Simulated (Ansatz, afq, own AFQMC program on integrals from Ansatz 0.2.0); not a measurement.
Two steps: Ansatz 0.2.0 writes the Fock matrix and Cholesky factors of the valence space, and afq projects on them the lowest state that overlaps trial and start.

```yaml
crystal:
  periodic: [false, false, false]
  atoms:
    - {symbol: Si, position_ang: [0.000000, 0.064094, 1.005387]}
    - {symbol: Si, position_ang: [0.000000, -0.004642, -1.094839]}
    - {symbol: H, position_ang: [0.000000, -0.381837, 2.430212]}
    - {symbol: H, position_ang: [0.000000, -1.274751, 0.062301]}
basis:
  gaussian: {orbitals: cc-pVDZ}
magnetization: {spin_polarized: false}
correlation: {method: ccsd_t, electrons: outside_noble_gas, hamiltonian_folder: ham}
```

```sh
$ ansatz run in.yaml --threads 1 --pin off --events-out ev --progress --plain --max-ram 1843MiB
```

Options of the walk:

```
--method free --trial cisd --walkers 70 --time-step 0.03 --max-blocks 80 --target-error 0.00038 --factor-cut 1e-05 --seed 2756 --times 0,0.21,0.42,0.81,1.2,1.8,2.4,3 --taylor-order 8
```

Times are imaginary, in 1/Eh. The walk had a cap of 536 s.

Log:

```
orbitals 36  electrons 5 5  factors 274 of 455
reference energy -578.90590263 Eh
CCSD correlation -0.22328681 Eh in 11 cycles, weight of the determinant in the CISD state 0.8382
repeat  energy at the last time / Eh  error
    10  -579.144890  0.001864
    20  -579.145436  0.001421
    30  -579.143994  0.001055
    40  -579.143229  0.000853
    50  -579.142890  0.000731
    60  -579.142793  0.000682
    70  -579.142924  0.000602
    80  -579.142896  0.000595
time / (1/Eh)  energy / Eh  error  mean overlap
  0.00  -579.128818  0.000242  1.1913
  0.21  -579.132856  0.000290  1.1948
  0.42  -579.135553  0.000312  1.1970
  0.81  -579.138475  0.000345  1.2031
  1.20  -579.140004  0.000375  1.2048
  1.80  -579.141817  0.000430  1.1905
  2.40  -579.142952  0.000524  1.1912
  3.00  -579.142896  0.000595  1.2094
energy -579.142896 +/- 0.000595 Eh
```

The run passed its tests (error under three times the target), which doesn't prove that it has relaxed.

Against this walk (error 16.2 meV) on the same determinant: CCSD(T) 58.7 meV higher, CCSDT(Q) 3.5 meV lower (within the noise). The error is statistical, and a free projection of finite length keeps a remainder of its start.

Cautions: remainder of the start not in the error; error above the target (16.2 against 10.3 meV); higher spins were not checked; restricted determinant unstable towards unrestricted (UHF 56 meV lower, ⟨S²⟩ 0.34).

The walk took 3.2 min on 1 thread of Arm Neoverse N1, on a shared host. The log's last line is the free-projection energy.

CCSDT and higher add their correlation energy to the determinant of the CCSD(T) run, since their own runs factorise the integrals more tightly (a shift of under 2 meV). A walk keeps the symmetry of its determinant, which the program's search chose and which needn't be the lowest solution, so a lower state of the same spin and another symmetry isn't excluded.
